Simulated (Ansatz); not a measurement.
bcc Li, treated with HSE06 (Ansatz, a quantum-chemistry and plane-wave program, plane waves, PAW).

Numerical settings: plane-wave cutoff 500 eV, 6×6×1 k mesh (along the axes of the cell as run), Fermi–Dirac smearing 0.1 eV, scalar-relativistic PAW data made under PBE.

The cell is the one relaxed with r²SCAN.

Q: Predict the surface energy of the (111) face and work function of the (111) face.

A: 
- surface energy of the (111) face = 0.54 J/m²
- work function of the (111) face = 2.87 eV

Note: exact exchange on metals is sensitive to the k mesh and can open a false gap; the run warned that the count of filled bands differs between k points.

The slab of 12 atoms is relaxed and unreconstructed.

The computed numbers hold no vibrational or temperature effects.
